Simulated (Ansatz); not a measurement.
The cluster MgSi2. The state is a quintet with charge 0. Geometry r2SCAN-D4/def2-TZVP; atoms count from 1.

```xyz
3

Mg   -0.506    1.528    0.560
Si    1.200   -0.290   -0.716
Si   -0.694   -1.237    0.156
```

At PBE0-D4/def2-TZVP a singlet of charge 0 lies 1.68 eV below the quintet, each at its own geometry. The structure comes from a short search, and lower isomers may exist.

(1) Estimate the Mulliken populations from the PBE0/def2-TZVP orbitals of Ansatz.

(2) Where does the spin sit?

(3) And the Mayer bond orders between heavy atoms (over 0.3)?

## Answers

(1) 
```json
{"atom": "Mg1", "charge (e)": "0.21", "spin (α − β)": "0.96"}
{"atom": "Si2", "charge (e)": "-0.11", "spin (α − β)": "1.52"}
{"atom": "Si3", "charge (e)": "-0.11", "spin (α − β)": "1.52"}
```
Mulliken values depend strongly on the basis.

(2) Summed by element: Mg 0.96, Si 3.04, of 4 unpaired in all. Largest on single atoms: Si3 1.52, Si2 1.52, Mg1 0.96.

(3) Mg1–Si2 0.57 (2.80 Å); Mg1–Si3 0.57 (2.80 Å); Si2–Si3 1.57 (2.29 Å).
